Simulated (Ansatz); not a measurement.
Reaction (SMILES): N#N (N2) + H+ → N#[NH+]
B3LYP-D3(BJ)/def2-TZVP geometries, fixed; electronic energies without zero-point terms; positive where energy is released.
Largest species:
```xyz
3

N      0.0000     0.0000    -0.4376
N      0.0000     0.0000     0.6484
H      0.0000     0.0000    -1.4756
```
Charge +1, spin multiplicity 1.

Energies in hartree at PBE with Ansatz (a program for electronic structure); the proton affinity is their sum with the coefficients shown, times 627.509 kcal/mol a hartree; the bare proton counts zero. All functions are spherical. The program fits the integrals of some runs and decomposes those of others, by size. No added dispersion term, no relativity.

```csv
species,coefficient,part,cc-pVDZ,cc-pVTZ,cc-pVQZ
N#N (N2),+1,PBE,-109.41255,-109.44652,-109.45534
N#[NH+],-1,PBE,-109.61453,-109.64628,-109.65440
```

Question: Predict the proton affinity in cc-pV5Z (X = 5): let each PBE step shrink by the ratio of the last two. Compare with the run.

Answer: 
- N#N (N2): steps -0.03397 and -0.00882, ratio 0.260, so PBE -109.45763 (run: -109.45866).
- N#[NH+]: steps -0.03175 and -0.00812, ratio 0.256, so PBE -109.65648 (run: -109.65715).
Predicted 124.78 kcal/mol; the run in cc-pV5Z gives 124.55, a miss of 0.23. Keeping the value in cc-pVQZ, 124.91, would miss by 0.36. All sums are of the energies as printed.
